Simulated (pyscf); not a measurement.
Elementary routes open to F–Si•(F)–F (SMILES F[Si](F)F) + H₂O (SMILES O) in the gas phase (doublet surface):
A. HO–Si(F)(F)–F (SMILES O[Si](F)(F)F) + H• (SMILES [H]) (H–O broken; O–Si formed)
B. HF (SMILES F) + HO–Si•(F)–F (SMILES O[Si](F)F) (F–Si, H–O broken; F–H, O–Si formed)

PySCF, gas phase, ωB97X-D3(BJ)/def2-SVP geometries.

Rank the routes by free-energy barrier at 1200 K, lowest first, for ωB97M-D3(BJ)/def2-TZVP energies (ideal gas, 1 atm, RRHO with modes under 100 cm⁻¹ raised to 100, one conformer, R ln 2 for chiral ones without a mode under 150 cm⁻¹).

A (2.02 eV), B (2.56 eV)

Route A is the fastest of these, ahead of the next by 0.54 eV. The most stable products are those of A (ΔG = -0.69 eV), so kinetics and thermodynamics agree. At 298 K A is still the fastest. A: On the reactant side the descent ends in a complex, 0.32 eV under the separated species and 1.08 eV under the saddle at ωB97X-D3(BJ)/def2-TZVP. B: On the product side the descent ends in a complex, 0.18 eV under the separated species and 0.65 eV under the saddle at ωB97X-D3(BJ)/def2-TZVP. Only these routes are compared; each barrier is that of the saddle found, and lower ones may exist.
